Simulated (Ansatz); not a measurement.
Be (P6_3/mmc)

All numbers below come from DFT PBEsol, scalar-relativistic, plane waves, PAW (Ansatz).

Settings: cutoff 420 eV, Γ-centred mesh 24×24×12 on the computed 2-atom cell, Gaussian smearing of 0.10 eV; no spin polarisation.

The structure is relaxed at this level of theory with its symmetry kept.

Space group P6_3/mmc (No. 194). a = 2.257 Å, b = 2.257 Å, c = 3.553 Å, α = 90.00°, β = 90.00°, γ = 120.00°
```
atom site symmetry x y z
  Be    2c      -6m2  0.3333  0.6667  0.2500
```

```json
{"Space group": "P6_3/mmc (No. 194)", "Volume per atom": "7.84 Å³", "Formation energy from the elements' standard states (uncorrected)": "+0.002 eV/atom", "Kohn–Sham band gap": "none (metal)", "Density of states at the Fermi level": "0.11 states/eV per cell (so small that it hangs on the mesh: a semimetal, or crossings between mesh points)", "Bulk modulus": "124 GPa", "Its pressure derivative": "3.3"}
```